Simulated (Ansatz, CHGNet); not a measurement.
**Energy of grey tin (α-Sn) less that of white tin (β-Sn), by level of theory**

Reference value: -22 meV/atom (measured, 298 K, copied from a table, unchecked, enthalpy difference at 298.15 K and 1 bar, no zero-point or thermal part removed; as tabulated in the CRC Handbook).

Q: What do CHGNet 0.3.0, LDA, PBE, PBE-D3(BJ), PBE-D4, rVV10, r²SCAN give, and how far is each from the reference?

A: 
```tsv
level (code)	value (meV/atom)	difference (meV/atom)
CHGNet 0.3.0	134	+156
LDA (Ansatz)	20	+42
PBE (Ansatz)	-41	-19
PBE-D3(BJ) (Ansatz)	51	+73
PBE-D4 (Ansatz)	58	+80
rVV10 (Ansatz)	-30	-8
r²SCAN (Ansatz)	-125	-103
```

Of the ranked levels rVV10 (-8 meV/atom) comes nearest. Farthest off among them: CHGNet 0.3.0 (+156 meV/atom). Wrong order of the two phases: CHGNet 0.3.0, LDA, PBE-D3(BJ), PBE-D4.

The reference isn't brought to a static lattice, while the calculations are for one, so the differences are not the levels' errors alone.  Each level is taken at its own relaxed cell. Ansatz's density-functional and Hartree–Fock values are scalar-relativistic unless marked +SOC, with PAW data made under PBE.

Machine-learned potentials (CHGNet 0.3.0) are trained on DFT data: a solid inside that data is no test of them.

Differences are worked out from the printed values.

Ansatz is an electronic-structure program.
